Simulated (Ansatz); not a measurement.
# BF: shapes and states compared

Computed with Ansatz's Gaussian-basis code (development build); NEVPT3, MRCISD by development code. Basis cc-pVTZ, nonrelativistic, 2 orbitals frozen in the corrections; active space CAS(6,6). Restricted Hartree–Fock, then the lowest state-specific CASSCF solution met for each case. Coupled cluster stands on the determinant that it favours, not always the lowest RHF. On stretched bonds single-reference methods can fail or change state. Unlike active orbitals can shift such differences by tenths of an eV, at times by over 1 eV.

Case A, triplet: bond length 1.2630 Å.

Case B, singlet: the shape of A.

Case C, singlet: bond length 1.3893 Å.

Energy less that of case A, in eV:

```json
{"case": "B", "RHF/ROHF": "-2.627", "CASSCF": "-3.945", "CCSD(T)": "-3.700", "SC-NEVPT2": "-3.029", "FIC-NEVPT2": "-3.020", "NEVPT3": "-3.436"}
{"case": "C", "RHF/ROHF": "-2.214", "CASSCF": "-3.651", "CCSD(T)": "-3.431", "SC-NEVPT2": "-2.736", "FIC-NEVPT2": "-2.728", "NEVPT3": "-3.142"}
```

(1) Give the MRCISD+Q energies against case A.

(2) Which case is lowest, and do the methods agree?

(3) Rank the methods by their mean distance from MRCISD+Q on these differences.

Answers

(1) B: -3.727 eV (-85.9 kcal/mol); C: -3.458 eV (-79.7 kcal/mol).

(2) B is lowest in MRCISD+Q. Of the methods shown, RHF/ROHF, CASSCF, CCSD(T), SC-NEVPT2, FIC-NEVPT2, NEVPT3 agree.

(3) CCSD(T) (0.027 eV), CASSCF (0.206 eV), NEVPT3 (0.303 eV), SC-NEVPT2 (0.710 eV), FIC-NEVPT2 (0.718 eV), RHF/ROHF (1.172 eV).
